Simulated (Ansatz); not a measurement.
# One shape, several levels: HNO (nitroxyl)

We compute a comparison of 6 runs (UHF/STO-3G, UPBE0/STO-3G, revPBE/STO-3G, wB97M-V/STO-3G, UMP2/STO-3G, CCSD(T)/STO-3G) of HNO (nitroxyl). 

The results are computed with Ansatz 0.2.0.

50 further runs of the same task are left out: 1 that didn't finish, 49 set aside as unsound or not needed.

## Step 1: The molecule

The species is HNO (3 atoms), meant as a singlet with charge 0. SMILES: `N=O`. The H3–N1 distance was set to 1.595 Å, away from the relaxed value. At this shape a bond of the SMILES string is far longer than usual.

Bond lengths: N1–O2 1.190 Å. A long bond or contact: N1–H3 1.595 Å.

## Step 2: The energy at UHF/STO-3G (run 1)

input.yaml reads:

```yaml
crystal:
  periodic: [false, false, false]
  atoms:
    - {symbol: "N", position_ang: [-0.189757, 0.824137, -0.006073]}
    - {symbol: O, position_ang: [0.849243, 0.908547, 0.567587]}
    - {symbol: H, position_ang: [-0.471600, -0.709980, -0.339350]}
basis:
  gaussian:
    orbitals: STO-3G
accuracy: high
hamiltonian:
  xc: hf
magnetization:
  spin_polarized: true
  initial_magnetization: 0
```

Started as:

```bash
$ ansatz run input.yaml --threads 1 --pin off --max-ram 3480MiB --events-out events.jsonl --progress --plain --runs-dir runs
```

Log:

```text
Warning: RAYON_NUM_THREADS=1 ignored (pool sized by the plan → 1); use --threads N
Functional definition: HF
  name "HF"
  exchange = exact_x
  correlation = 0
168 factors; integrals over basis functions are off by at most 3.0e-8 eV
mean field evaluation 1: about -3480.4942 eV, gradient 1.3e1 eV
mean field evaluation 2: about -3480.5631 eV, gradient 1.3e1 eV
mean field evaluation 4: about -3482.1075 eV, gradient 1.5e0 eV
mean field evaluation 8: about -3482.1438 eV, gradient 7.7e-2 eV
mean field evaluation 16: about -3482.4800 eV, gradient 2.0e0 eV
mean field evaluation 32: about -3483.3308 eV, gradient 1.5e-3 eV
mean field evaluation 64: about -3483.3308 eV, gradient 7.7e-6 eV
mean field evaluation 96: about -3480.3731 eV, gradient 1.5e1 eV
mean field evaluation 128: about -3482.2340 eV, gradient 6.2e0 eV
mean field evaluation 160: about -3482.1439 eV, gradient 1.1e-6 eV
mean field -3483.33082927 eV, -128.0100468893 hartree, gradient 2.4e-8 eV, S^2 1.032651; 8 other end points of the search recorded, 0 dependent functions left out
reference -3483.33082927 eV, -128.0100468893 hartree; 8, 8 occupied and 3, 3 virtual orbitals, 168 factors
Total energy: -3483.33082927 eV, -128.0100468893 hartree
```

It took 0.16 s on 1 thread of AMD EPYC 7R43 (Zen 3), shared host.

## Step 3: A single-point energy at UPBE0/STO-3G (run 2)

run.yaml reads:

```yaml
crystal:
  periodic: [false, false, false]
  atoms:
    - {symbol: N, position_ang: [-0.189757, 0.824137, -0.006073]}
    - {symbol: O, position_ang: [0.849243, 0.908547, 0.567587]}
    - {symbol: H, position_ang: [-0.471600, -0.709980, -0.339350]}
basis:
  gaussian: {orbitals: STO-3G}
accuracy: high
hamiltonian: {xc: {name: PBE0}}
magnetization: {spin_polarized: true, initial_magnetization: 0}
```

Started as:

```bash
$ ansatz run run.yaml --threads 1 --pin off --max-ram 3480MiB --events-out events.jsonl --progress --plain --runs-dir runs
```

Log:

```text
Warning: RAYON_NUM_THREADS=1 ignored (pool sized by the plan → 1); use --threads N
Functional definition: PBE0
  name "PBE0"
  parameter a = 0.25
  parameter kappa = 0.804
  parameter beta = 0.06672455060314922
  exchange = (1 - a)*pbe_x(kappa = kappa, mu = beta*pi^2/3) + a*exact_x
  correlation = pbe_c(beta = beta)
168 factors; integrals over basis functions are off by at most 3.0e-8 eV
mean field evaluation 1: about -3495.9730 eV, gradient 1.1e1 eV
mean field evaluation 2: about -3494.3498 eV, gradient 1.5e1 eV
mean field evaluation 4: about -3497.3109 eV, gradient 1.4e0 eV
mean field evaluation 8: about -3497.2969 eV, gradient 5.7e-3 eV
mean field evaluation 16: about -3497.2969 eV, gradient 1.7e-8 eV
mean field -3497.29688066 eV, -128.5232898113 hartree, gradient 1.7e-8 eV, S^2 0.000000; 2 other end points of the search recorded, 0 dependent functions left out
reference -3497.29688147 eV, -128.5232898410 hartree; 8, 8 occupied and 3, 3 virtual orbitals, 168 factors
Total energy: -3497.29688147 eV, -128.5232898410 hartree
```

It took 0.81 s on 1 thread of AMD EPYC 7R43 (Zen 3), shared host; peak memory 0.11 GiB.

## Step 4: A single-point energy at revPBE/STO-3G (run 3)

in.yaml reads:

```yaml
crystal:
  periodic: [false, false, false]
  atoms:
    - {symbol: "N", position_ang: [-0.189757, 0.824137, -0.006073]}
    - {symbol: O, position_ang: [0.849243, 0.908547, 0.567587]}
    - {symbol: H, position_ang: [-0.471600, -0.709980, -0.339350]}
basis:
  gaussian:
    orbitals: STO-3G
hamiltonian:
  xc: {name: revPBE}
accuracy: high
```

Started as:

```bash
$ ansatz run in.yaml --threads 1 --pin off --max-ram 3480MiB --events-out events.jsonl --progress --plain --runs-dir runs
```

Log:

```text
Warning: RAYON_NUM_THREADS=1 ignored (pool sized by the plan → 1); use --threads N
Functional definition: revPBE
  name "revPBE"
  parameter kappa = 1.245
[... 1 set-up line as earlier in the session ...]
  exchange = pbe_x(kappa = kappa, mu = beta*pi^2/3)
[... 1 set-up line as earlier in the session ...]
168 factors; integrals over basis functions are off by at most 3.0e-8 eV
mean field evaluation 1: about -3498.7215 eV, gradient 2.0e1 eV
mean field evaluation 2: about -3492.2156 eV, gradient 3.2e1 eV
mean field evaluation 4: about -3500.4861 eV, gradient 7.3e0 eV
mean field evaluation 8: about -3500.7338 eV, gradient 2.5e-1 eV
mean field evaluation 16: about -3500.7341 eV, gradient 6.1e-7 eV
mean field evaluation 32: about -3498.8861 eV, gradient 1.7e1 eV
mean field -3500.73411103 eV, -128.6496056974 hartree, gradient 2.9e-8 eV, S^2 0.000000; 3 other end points of the search recorded, 0 dependent functions left out
reference -3500.73411236 eV, -128.6496057463 hartree; 8, 8 occupied and 3, 3 virtual orbitals, 168 factors
Total energy: -3500.73411236 eV, -128.6496057463 hartree
```

It took 0.54 s on 1 thread of AMD EPYC 7R43 (Zen 3), shared host.

Runs 4 to 5 aren't shown in full; the table further down has their settings and results.

## Step 5: A single-point energy at CCSD(T)/STO-3G (run 6)

job.yaml reads:

```yaml
crystal:
  periodic: [false, false, false]
  atoms:
    - {symbol: N, position_ang: [-0.189757, 0.824137, -0.006073]}
    - {symbol: O, position_ang: [0.849243, 0.908547, 0.567587]}
    - {symbol: H, position_ang: [-0.471600, -0.709980, -0.339350]}
basis:
  gaussian:
    orbitals: STO-3G
correlation:
  method: ccsd_t
  frozen_orbitals: {H: 0, "N": 1, O: 1}
accuracy: high
scf:
  omitted_lower_state_checks: [cluster_reference, increment]
```

Started as:

```bash
$ ansatz run job.yaml --threads 1 --pin off --max-ram 3480MiB --events-out events.jsonl --progress --plain --runs-dir runs
```

Log:

```text
Warning: RAYON_NUM_THREADS=1 ignored (pool sized by the plan → 1); use --threads N
[... 11 lines left out ...]
2 core orbitals not correlated: weight in the atoms' cores, before any rotation towards them, 1.000 or more for the frozen orbitals, at most 0.000 for the correlated occupied ones
[... 25 lines left out ...]
Total energy: -3487.75400165 eV, -128.1725954759 hartree
Checks for a lower state left out: cluster_reference, increment
```

It took 0.16 s on 1 thread of AMD EPYC 7R43 (Zen 3), shared host.

## Step 6: Overview of the runs

```csv
run,level,frozen core orbitals,energy (Eh),wall time
1,UHF/STO-3G,–,-128.010047,0.16 s
2,UPBE0/STO-3G,–,-128.523290,0.81 s
3,revPBE/STO-3G,–,-128.649606,0.54 s
4,wB97M-V/STO-3G,–,-128.646614,3.6 s
5,UMP2/STO-3G,2,-128.087083,0.26 s
6,CCSD(T)/STO-3G,2,-128.172595,0.16 s
```

## Step 7: Outcome

```
                                          quantity          value
                               run 6: total energy  -128.17260 Eh
run 6: correlation energy (2 core orbitals frozen)     -206.2 mEh
                             run 6: (T) correction      -8.21 mEh
                              run 6: T1 diagnostic          0.023
```

**Reading.** Below the UHF energy at the same shape and in the same basis (STO-3G): UMP2 -77.0 mEh; CCSD(T) -162.5 mEh. Some of these start from another determinant than that one, so these aren't their correlation energies. Totals of different functionals can't be ranked against each other. In run 6 the log says that unrestricted orbitals would lower the reference, so the values rest on an unstable closed-shell determinant (other closed-shell runs at this shape may share the fault). In runs 1, 2, 3, 4, 5, 6 the basis is minimal, so the values are rough. Spin contamination of the reference: run 1 ⟨S²⟩ = 1.03, run 5 ⟨S²⟩ = 1.03. Where it is this large, the reference is a mixture of spin states, and values that rest on it are in doubt. All runs together took 5.5 s, the longest 3.6 s.
